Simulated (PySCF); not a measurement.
**TDDFT excited states: C4H9OP**

C4H9OP.
Numbering: `[CH3:1][P:2]1(=[O:3])[CH2:4][CH2:5][CH2:6]1` (hydrogens: H7, H8, H9 on C1; H10, H11 on C4; H12, H13 on C5; H14, H15 on C6)

Method: TDDFT CAM-B3LYP/def2-SVPD, vertical, gas phase, core orbitals frozen in the response in PySCF. One conformer (not necessarily the lowest) at the GFN2-xTB geometry, without solvent, vibrations or thermal averaging.

Task: What does the calculation give for the low-lying excited states?

Result: 

| state | E (eV) | E (kJ/mol) | λ (nm) | f | \|μ\| (D) | symmetry | main configurations (H = HOMO, L = LUMO) |
| --- | --- | --- | --- | --- | --- | --- | --- |
| S1 | 7.30 | 704 | 169.9 | 0.045 | 1.27 | A′ | H→L (60%), H→L+1 (26%) |
| S2 | 7.38 | 712 | 168.0 | 0.034 | 1.10 | A″ | H-1→L (56%), H-1→L+1 (25%), H-1→L+4 (11%) |
| S3 | 7.67 | 740 | 161.7 | 0.0086 | 0.54 | A″ | H-1→L+1 (45%), H-1→L (33%) |
| S4 | 7.69 | 742 | 161.3 | 0.0077 | 0.51 | A′ | H→L+1 (39%), H→L (33%), H→L+4 (8%) |
| S5 | 7.77 | 750 | 159.6 | 0.0001 | 0.04 | – | H→L+2 (59%), H→L+6 (15%) |
| S6 | 7.99 | 771 | 155.2 | 0.052 | 1.31 | A′ | H→L+3 (36%), H-1→L+2 (22%), H→L+1 (13%) |
| S7 | 8.03 | 774 | 154.5 | 0.0021 | 0.26 | A″ | H-1→L+3 (63%), H-1→L+4 (11%), H-1→L+1 (8%) |
| S8 | 8.23 | 794 | 150.7 | 0.037 | 1.09 | A′ | H-1→L+2 (55%), H→L+3 (33%) |

Triplets (Tamm–Dancoff): T1 7.07 eV, H→L (40%), H→L+1 (33%), H→L+4 (9%); T2 7.15 eV, H-1→L (32%), H-1→L+1 (30%), H-1→L+4 (18%); T3 7.35 eV, H-1→L+2 (48%), H-1→L+6 (19%), H-1→L+11 (9%).

The lowest singlet lies at 7.30 eV (170 nm, vacuum ultraviolet) and is of moderate strength; its leading configuration is HOMO→LUMO (60%). The strongest level in the table is S6 at 7.99 eV (155 nm, f = 0.052). Löwdin shares by element: HOMO oxygen 54%, carbon 18% or more, phosphorus 13% (atoms not listed hold the other 15%); LUMO carbon 29% or more, hydrogen 20% or more (atoms not listed hold the other 51%). Orbital energies (eV): HOMO-3 -11.27, HOMO-2 -11.03, HOMO-1 -9.02, HOMO -8.95, LUMO 1.08, LUMO+1 1.61, LUMO+2 1.86. Weighted by f, the mean energy of these states is 7.73 eV. Of the 8 states listed, 4 reach f = 0.01 and 1 stays under 0.0005. No computed singlet lies in the visible range (380 to 750 nm); the lowest, at 170 nm, stands 4.04 eV above its violet end (3.26 eV). Symmetry labels in Cs follow from the direction of the transition dipole and are given only for states with f of 0.002 or more. Only the lowest 8 singlets were computed, as vertical energies without vibronic structure.
